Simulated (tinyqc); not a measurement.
Worked calculation: UKS/B3LYP (VWN-RPA form) in the sto-3g basis, for BH2, spin multiplicity 2. This run ends on a higher stationary point, not on the lowest solution. One step of it, computed by the program tinyqc.

Question. Orthogonalisation. S = U s U^T; symmetric (Loewdin) form X = U s^(-1/2) U^T, so that X^T S X = 1.

overlap S, lower triangle:
```
,1B 1s,1B 2s,1B 2px,1B 2py,1B 2pz,2H 1s,3H 1s
1B 1s,1.000000
1B 2s,0.269328,1.000000
1B 2px,0.000000,0.000000,1.000000
1B 2py,0.000000,0.000000,0.000000,1.000000
1B 2pz,0.000000,0.000000,0.000000,0.000000,1.000000
2H 1s,0.036658,0.349138,0.000000,0.371553,0.122059,1.000000
3H 1s,0.036658,0.349138,0.000000,-0.371553,0.122059,0.029677,1.000000
```

Give: eigenvalues of S; X.

Answer.

eigenvalues of S: 0.4484  0.4595  0.9006  1.0000  1.0639  1.5108  1.6167

X, lower triangle:
```
,1B 1s,1B 2s,1B 2px,1B 2py,1B 2pz,2H 1s,3H 1s
1B 1s,1.0310
1B 2s,-0.1564,1.1482
1B 2px,0.0000,0.0000,1.0000
1B 2py,0.0000,0.0000,0.0000,1.1351
1B 2pz,-0.0051,0.0404,0.0000,0.0000,1.0137
2H 1s,0.0228,-0.2134,0.0000,-0.2338,-0.0726,1.1320
3H 1s,0.0228,-0.2134,0.0000,0.2338,-0.0726,-0.0218,1.1320
```
